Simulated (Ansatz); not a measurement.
hcp Y, treated with r²SCAN (Ansatz, a first-principles code, plane waves, PAW).

Settings: plane-wave cutoff 560 eV, 18×18×10 k mesh (along the axes of the cell as run), Fermi–Dirac smearing 0.05 eV, scalar-relativistic PAW data made under PBE.

Energies at three volumes about the minimum:

```json
[
 {"V (Å³/atom)": "32.809", "E − E_lowest (meV/atom)": "1.75"},
 {"V (Å³/atom)": "33.479", "E − E_lowest (meV/atom)": "0.00"},
 {"V (Å³/atom)": "34.149", "E − E_lowest (meV/atom)": "1.65"}
]
```

Fit a parabola by hand: where is the minimum, and what is the bulk modulus?

Slopes: (0.00 − 1.75)/(33.479 − 32.809) = -2.612 and (1.65 − 0.00)/(34.149 − 33.479) = 2.463 meV/Å³. Curvature E″ = 2 × (2.463 − (-2.612))/(34.149 − 32.809) = 7.575 meV/Å⁶. From the middle of the first interval, the slope vanishes at V0 = 33.1440 − (-2.612)/7.575 = 33.489 Å³/atom. B = V0 E″ = 33.489 × 7.575 meV/Å³ × 0.1602 GPa per meV/Å³ = 40.6 GPa. The full Birch–Murnaghan fit to all volumes gives V0 = 33.479 Å³/atom and B0 = 40.6 GPa.

Shape and atoms are relaxed at each volume.

Measured, for comparison: bulk modulus 41.7 GPa (zero-point energy and finite temperature contributions removed, sources range from 37.3 to 41.7; as tabulated in doi:10.1021/acs.jctc.3c00612); equilibrium volume per atom 32.95 Å³/atom (copied from a table, unchecked, extrapolated to 0 K and zero-point effects removed; as tabulated in Lejaeghere et al. (2013), arXiv:1204.2733). Computed less measured: bulk modulus -2.6 % (inside the range of the sources held), equilibrium volume per atom not scored (unchecked).
